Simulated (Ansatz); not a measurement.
AlH2Cl. Charge 0, multiplicity 1. Geometry r2SCAN-D4/def2-TZVP, basis def2-TZVP, Ansatz.

```xyz
4

Al   -0.0620    0.0054    0.1474
H     0.6154    0.9723    1.1885
H    -1.3032   -0.9146    0.4495
Cl    0.7498   -0.0631   -1.7854
```

```
run  HOMO (eV)  LUMO (eV)
  A      -7.27      -2.40
  B      -7.69      -2.30
  C     -11.76       1.05
  D      -8.58      -1.63
  E      -9.80      -0.87
  F      -7.60      -2.04
```

Problem. The runs used B97M-V, BHLYP, HF, PBE, PBE0, r2SCAN. Estimate which is which.

Solution. A PBE (0 % exact exchange); B B97M-V (0 % exact exchange); C HF (100 % exact exchange); D PBE0 (25 % exact exchange); E BHLYP (50 % exact exchange); F r2SCAN (0 % exact exchange). Exact exchange lowers occupied and raises empty levels; among semilocal functionals meta-GGAs tend to open the gap a little, and such runs are hard to tell apart. The gap grows from 4.87 eV (PBE) to 12.80 eV (HF).
